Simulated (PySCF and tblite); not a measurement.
Values are calculated unless marked as measured or tabulated.
C3H7N, numbered as in [NH2:1][CH:2]1[CH2:3][CH2:4]1.

Conformers came from 60 starts (ETKDG and KDG, MMFF94s, GFN2-xTB); geometries are GFN2-xTB. Weights use r2SCAN-D3(BJ)/def2-TZVP energies plus GFN2-xTB zero-point and thermal terms (modes under about 100 cm⁻¹ blended into free rotors). Symmetry numbers and mirror images are counted. Conformers within 2.5 kcal/mol (GFN2-xTB free energy) were kept, 6 at most. Programs: PySCF with density fitting and tblite.

Torsions listed: H1–N1–C2–C3. Of a mirror pair one member is shown.

| conformer | shape | symmetry |
| --- | --- | --- |
| 1 | 82° | C1 (pair) |
| 2 | -154° | Cs |

Problem. Which of these conformers is the most populated at 298.15 K, and with what share?

Solution. Conformer 2, about 97 %.

Problem. Give the DFT energies and free energies relative to the lowest, and all weights.

Solution. 
```json
{"conformer": "1", "shape": "82°", "E(DFT) kcal/mol": "2.27", "G(298.15 K) kcal/mol": "2.06", "weight %": "3.0"}
{"conformer": "2", "shape": "-154°", "E(DFT) kcal/mol": "0.00", "G(298.15 K) kcal/mol": "0.00", "weight %": "97.0"}
```

Problem. How does its share change from 250 K to 350 K?

Solution. From 99 % to 95 %; the mixing entropy goes from 0.17 to 0.49 cal/(mol K).
